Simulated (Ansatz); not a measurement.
Molecule: Na₂ (charge +1, doublet). 
Geometry from a B3LYP-D3(BJ)/def2-TZVP (Ansatz, a quantum-chemistry and plane-wave program) optimisation:
```xyz
2

Na     0.0000     0.0000    -2.0039
Na     0.0000     0.0000     2.0039
```
Charge +1, spin multiplicity 2.

Total electronic energies in hartree. Correlated levels leave the core frozen unless marked. Open shells are spin-unrestricted. No spin-orbit coupling. No relativistic terms. CBS(X,Y): correlation extrapolated as X^-3; Hartree-Fock from the larger set. The bracket is a focal-point correction in the basis named.

```json
[
 {"level": "HF/def2-SVPD", "program": "Ansatz", "energy (Eh)": "-323.44065"},
 {"level": "RI-HF/def2-TZVPP", "program": "Ansatz", "energy (Eh)": "-323.55689"},
 {"level": "RI-HF/def2-TZVPPD", "program": "Ansatz", "energy (Eh)": "-323.55695"},
 {"level": "wB97M-V/def2-TZVPD", "program": "Ansatz", "energy (Eh)": "-324.35419"},
 {"level": "wB97X-V/def2-TZVPD", "program": "Ansatz", "energy (Eh)": "-324.32376"},
 {"level": "B2GP-PLYP-D3(BJ)/def2-TZVPD", "program": "Ansatz + dftd3", "energy (Eh)": "-324.08972"},
 {"level": "CCSD/6-31G", "program": "Ansatz", "energy (Eh)": "-323.53366"},
 {"level": "RI-MP2/CBS(def2-TZVPP,def2-QZVPP)+[CCSD(T)-MP2]/def2-QZVPP", "program": "Ansatz", "energy (Eh)": "-323.5706"},
 {"level": "CCSD(T)/CBS(def2-TZVPPD,def2-QZVPPD)", "program": "Ansatz", "energy (Eh)": "-323.5706"}
]
```

Totals of different functionals don't rank their quality; only differences between species are comparable.
